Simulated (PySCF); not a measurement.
C4H8O.
Z-matrix (Å and degrees, GFN2-xTB geometry), rows numbered from 1:
```
C 
C   1  1.5222
C   2  1.5256  1  111.83
C   3  1.4992  2  112.84  1   179.92
O   4  1.1978  3  125.89  2     0.13
H   1  1.0869  2  110.44  3   179.88
H   1  1.0880  2  110.67  3   -60.14
H   1  1.0879  2  110.66  3    59.97
H   2  1.0912  1  109.95  3  -121.03
H   2  1.0911  1  109.91  3   120.99
H   3  1.0942  2  110.82  1    59.04
H   3  1.0943  2  110.81  1   -59.21
H   4  1.1102  3  113.20  2  -179.90
```

Theory: PySCF 2.14.0, delta-SCF UKS SCAN, pcX-2 on the ionised atom, pcseg-1 elsewhere, spin-free X2C. Each 1s hole has a ground state of its own, since the core basis sits on the ionised atom alone.

| ionised atom | basis functions | E(ionised) (Eh) | binding energy (eV) |
| --- | --- | --- | --- |
| C1 | 141 | -221.75265 | 290.683 |
| C2 | 141 | -221.75214 | 290.730 |
| C3 | 141 | -221.73987 | 291.056 |
| C4 | 141 | -221.65169 | 293.578 |
| O5 | 141 | -212.68351 | 538.202 |

Question: Fill in the total energy of each ground state.

Answer: With binding energy = E(ionised) − E(ground) and 27.2114 eV a hartree:

| atom | binding energy (Eh) | E(ground) (Eh) |
| --- | --- | --- |
| C1 | 10.6824 | -232.4351 |
| C2 | 10.6841 | -232.4363 |
| C3 | 10.6961 | -232.4360 |
| C4 | 10.7888 | -232.4405 |
| O5 | 19.7785 | -232.4621 |

Question: How much do the ground-state energies differ, and what would follow from using one of them for all holes?

Answer: They run from -232.4621 Eh (core basis on O5) to -232.4351 Eh (on C1), 0.0270 Eh or 0.73 eV apart, though the state is the same; only basis and grid differ. Pairing the ion of C1 with the ground state of O5 would put its binding energy 0.73 eV too high.

The listed C 1s values span 2.90 eV, from C1 (bonded to C and 3 H) to C4 (bonded to O (double bond), C and H). Summing the Pauling electronegativity differences to the bonded atoms, each weighted by its formal bond order, gives -1.05 for the lowest site and +1.43 for the highest; no listed site has a larger sum than the highest. The values 290.68 and 290.73 eV lie too close for their order to be trusted.

Only 1s holes are shown. One conformer (not necessarily the lowest) at the GFN2-xTB geometry, without solvent, vibrations or thermal averaging.

The run took 21 s of wall time on one thread of an x86-64 server, on a shared host.
